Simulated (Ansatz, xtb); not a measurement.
## Two isomers of C4H7NO

Structure a is `C=C(C)C(N)=O`, a singlet and structure b is `[H]/N=C(/C)C(C)=O`, a singlet. Both are isolated molecules in the gas phase, relaxed with B3LYP-D3(BJ)/def2-SVP; the shapes shown needn't be the lowest conformers.

a (Å):

```xyz
13

C     1.1578   -0.7424    0.0034
C     0.3273    0.0434   -0.6940
C     0.7717    0.8777   -1.8673
C    -1.1213    0.0699   -0.2550
N    -1.9440    0.8824   -0.9858
O    -1.5378   -0.5856    0.6848
H     2.2187   -0.8195   -0.2477
H     0.7710   -1.3225    0.8441
H     0.2309    0.6013   -2.7893
H     0.5928    1.9529   -1.6913
H     1.8457    0.7476   -2.0607
H    -1.6259    1.4427   -1.7624
H    -2.9188    0.9272   -0.7160
```

b (Å):

```xyz
13

C    -2.0933   -0.9333   -0.2506
C    -1.1590    0.1241    0.2714
C     0.1661    0.3947   -0.4624
C     0.4933   -0.4138   -1.6942
N    -1.4447    0.8000    1.3104
O     0.9096    1.2489   -0.0310
H    -2.9785   -0.9837    0.3962
H    -1.6075   -1.9227   -0.2718
H    -2.4143   -0.7113   -1.2815
H    -0.6687    1.4596    1.4817
H     1.4652   -0.0989   -2.0944
H    -0.2863   -0.2808   -2.4616
H     0.5200   -1.4890   -1.4542
```

Task: Which of the two would you expect CCSD(T)/def2-SVP + ΔMP2/def2-TZVPP electronic energies to favour?

Result: Structure a; the calculation gives E(b) − E(a) = +41.7 kJ/mol.

Level by level:

| level | geometry | E(b) − E(a) (kJ/mol) | departure from the last row (kJ/mol) | job, with rough time for the two |
| --- | --- | --- | --- | --- |
| GFN2-xTB | GFN2-xTB | +46.3 | +4.6 | optimisation, 0.16 s |
| HF/STO-3G | GFN2-xTB | −35.3 | −76.9 | single point, 0.61 s |
| r2SCAN-D4/def2-SVP | GFN2-xTB | +54.4 | +12.8 | single point, 4.5 s |
| B3LYP-D3(BJ)/def2-SVP | B3LYP-D3(BJ)/def2-SVP | +47.1 | +5.5 | optimisation, 56 s |
| HF/def2-SVP | B3LYP-D3(BJ)/def2-SVP | +50.0 | +8.3 | part of the CCSD(T) run |
| MP2/def2-SVP | B3LYP-D3(BJ)/def2-SVP | +38.5 | −3.2 | part of the CCSD(T) run |
| CCSD(T)/def2-SVP | B3LYP-D3(BJ)/def2-SVP | +33.3 | −8.4 | single point |
| CCSD(T)/def2-SVP + ΔMP2/def2-TZVPP | B3LYP-D3(BJ)/def2-SVP | +41.7 |  | single point, 78 s |

As drawn, b has 1 C=N, 1 C–C, 1 C–H in place of 1 C=C, 1 C–N, 1 N–H.

HF/STO-3G puts the two in the other order. The largest departure from CCSD(T)/def2-SVP + ΔMP2/def2-TZVPP is that of HF/STO-3G, 76.9 kJ/mol. The last row adds to CCSD(T) the change of the MP2 difference between the two basis sets, here +8.4 kJ/mol.

With thermal terms from frequencies at re-optimised GFN2-xTB minima (ideal gas, soft modes damped towards free rotors, one conformer each, 298.15 K, 1 atm): the zero-point term adds −0.3 kJ/mol; ΔH is +41.6 and ΔG +40.1 kJ/mol.

The correlated steps freeze 6 core orbitals. Codes used: Ansatz 0.2.0, xtb 6.7.1; the last row on 2 threads of Intel(R) Xeon(R) Processor @ 2.70GHz on a shared host.
